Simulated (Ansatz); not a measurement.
**CH3Si+: single points off equilibrium**

One table from this session's results is given with a row withheld; the runs are named, their logs left out.

The runs use Ansatz 0.2.0, Gaussian basis; single points in def2-TZVPP.

Correlated methods freeze the cores.

## Where the work starts

5 atoms, charge 1, spin multiplicity 1.

Atoms are counted from 1 here; the program's logs count them from 0.

Bond lengths: C1–Si2 1.814 Å, C1–H3 1.039 Å, Si2–H4 1.314 Å, Si2–H5 1.540 Å. Angles: Si2–C1–H3 167.4°, C1–Si2–H4 112.5°, C1–Si2–H5 111.4°, H4–Si2–H5 134.1°.

As a file:

```xyz
5
charge 1, multiplicity 1
C     0.4194   -0.8714    0.4989
Si   -0.4442    0.5210   -0.2793
H     0.9876   -1.5089    1.0907
H    -1.4895    0.1380   -0.9779
H     0.4094    1.8028   -0.2432
```

The first run:

Input file run/in.yaml:

```yaml
crystal:
  periodic: [false, false, false]
  atoms:
    - {symbol: C, position_ang: [0.419400, -0.871400, 0.498900]}
    - {symbol: Si, position_ang: [-0.444200, 0.521000, -0.279300]}
    - {symbol: H, position_ang: [0.987600, -1.508900, 1.090700]}
    - {symbol: H, position_ang: [-1.489500, 0.138000, -0.977900]}
    - {symbol: H, position_ang: [0.409400, 1.802800, -0.243200]}
basis:
  gaussian: {orbitals: def2-TZVPP}
total_charge: 1
correlation: {method: ccsd_t}
output: {forces: true}
```

No record of the launch command was kept for these runs.

Steps of the session up to this table: CCSD(T)/def2-TZVPP; PBE0-D4/def2-TZVPP; wB97M-V/def2-TZVPP; r2SCAN-D4/def2-TZVPP; PBE-D4/def2-TZVPP; r2SCAN0-D4/def2-TZVPP; BHLYP-D4/def2-TZVPP.

One of the session's tables, all rows but one given; the rest of the session is left out.

| method | RMS force component (eV/Å) | angle to CCSD(T) forces (°) |
| --- | --- | --- |
| CCSD(T) | 2.188 | reference |
| PBE0-D4 | ? | ? |
| wB97M-V | 2.268 | 3.6 |
| r2SCAN-D4 | 2.295 | 3.6 |
| PBE-D4 | 2.316 | 4.7 |
| r2SCAN0-D4 | 2.309 | 4.2 |
| BHLYP-D4 | 2.271 | 5.3 |

**Question.** Estimate the row for PBE0-D4.

The run gave: RMS force component (eV/Å): 2.324; angle to CCSD(T) forces (°): 3.5. In the column «RMS force component (eV/Å)» it is the highest.
